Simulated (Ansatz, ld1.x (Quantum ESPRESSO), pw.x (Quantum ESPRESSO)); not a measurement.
# mercury: does the RRKJ potential hold in the solid?

| Quantity | Value |
| --- | --- |
| Element | Hg |
| Generator | ld1.x (Quantum ESPRESSO) 7.5 |
| Type | norm-conserving RRKJ (Kleinman–Bylander form) |
| Functional | PBEsol |
| Relativity | scalar-relativistic |
| Frozen core | [Xe] 4f14 |
| Valence charge | 12 |
| Reference configuration | 5d10 6s1.5 6p0 (charge +0.5) |
| Partial waves | 6s (bound): rc 2.15 bohr; 6p (bound, empty): rc 2.15 bohr; 5f channel at -0.15 Ry: rc 1.80 bohr; 5d (bound): rc 1.80 bohr |
| Local potential | the d channel |
| Core correction | none |
| rho0 | 0.01 |

Atomic tests: cutoffs needed: 50 Ry and 70 Ry (the cutoffs (Ry, on a coarse ladder) from which the occupation-weighted sum of valence levels, in a spherical-Bessel basis at the reference potential, stays within 10 and 1 mRy of its value at 400 Ry); ghost test: ghost states, extra bound levels that the all-electron valence spectrum of the same l lacks: s at -77.9 eV, p at -16.3 eV; a true bound ghost makes a file unfit for plane-wave use (spherical-Bessel basis up to 400 Ry, 20 bohr box); largest excitation error: -69 meV (all-electron minus pseudo) for 5d9 6s2 6p1, out of 7 test configurations.

Crystal test: bcc Hg in pw.x 7.5, no spin, 13³ k-points, Fermi–Dirac smearing 0.01 Ry, cutoffs 85/340 Ry. The lattice is a test structure that the element need not adopt, and mesh and smearing are coarse.

pw.x input:

```
&control
  calculation='scf', prefix='x', pseudo_dir='./', outdir='./tmp', tstress=.true., disk_io='none'
/
&system
  ibrav=0, nat=1, ntyp=1, ecutwfc=85, ecutrho=340, nbnd=14,
  occupations='smearing', smearing='fd', degauss=0.01
/
&electrons
  conv_thr=1e-09, mixing_beta=0.4, electron_maxstep=70
/
ATOMIC_SPECIES
Hg 1.0 Hg.UPF
CELL_PARAMETERS angstrom
  -1.81984220 1.81984220 1.81984220
  1.81984220 -1.81984220 1.81984220
  1.81984220 1.81984220 -1.81984220
ATOMIC_POSITIONS crystal
Hg 0.0000 0.0000 0.0000
K_POINTS automatic
13 13 13 0 0 0
```

```bash
pw.x < Hg.scf.in > Hg.scf.out
```

Q: How does the run end?

A: It converges; the pressure is -48.73 GPa against -0.13 GPa from all-electron LAPW. This is a poor potential for the solid. The pseudo pressure rises with volume over the whole range, a mechanical instability. Note: ghost states, extra bound levels that the all-electron valence spectrum of the same l lacks: s at -77.9 eV, p at -16.3 eV. A true bound ghost makes a file unfit for plane-wave use. The log shows:

```
     scf convergence threshold =      1.0E-09
     Exchange-correlation= PBESOL
     number of k points=    84  Fermi-Dirac smearing, width (Ry)=  0.0100
     iteration #  1     ecut=    85.00 Ry     beta= 0.40
     total energy              =     -86.74433346 Ry
     estimated scf accuracy    <      13.86904330 Ry
     iteration #  2     ecut=    85.00 Ry     beta= 0.40
     total energy              =     -91.02417219 Ry
     estimated scf accuracy    <       3.96067218 Ry
     iteration #  3     ecut=    85.00 Ry     beta= 0.40
     total energy              =     -91.27179260 Ry
     estimated scf accuracy    <       0.36010704 Ry
     iteration #  4     ecut=    85.00 Ry     beta= 0.40
     total energy              =     -91.32184740 Ry
     estimated scf accuracy    <       0.03240114 Ry
     [... 5 iterations left out ...]
     iteration # 10     ecut=    85.00 Ry     beta= 0.40
     total energy              =     -91.32447769 Ry
     estimated scf accuracy    <          3.2E-09 Ry
     iteration # 11     ecut=    85.00 Ry     beta= 0.40
     total energy              =     -91.32447769 Ry
     estimated scf accuracy    <          2.4E-09 Ry
     iteration # 12     ecut=    85.00 Ry     beta= 0.40
     total energy              =     -91.32447769 Ry
     estimated scf accuracy    <          2.1E-09 Ry
     iteration # 13     ecut=    85.00 Ry     beta= 0.40
     the Fermi energy is     8.5361 ev
!    total energy              =     -91.32447769 Ry
     estimated scf accuracy    <          1.7E-10 Ry
     smearing contrib. (-TS)   =      -0.01085477 Ry
     The total energy is F=E-TS. E is the sum of the following terms:
     one-electron contribution =     -21.39005514 Ry
     hartree contribution      =      18.55306761 Ry
     xc contribution           =     -12.28455826 Ry
     ewald contribution        =     -76.19207714 Ry
     convergence has been achieved in  13 iterations
          total   stress  (Ry/bohr**3)                   (kbar)     P=     -487.25
     Message from routine punch:
     Nothing written, as per user request (disk_io='none')
```
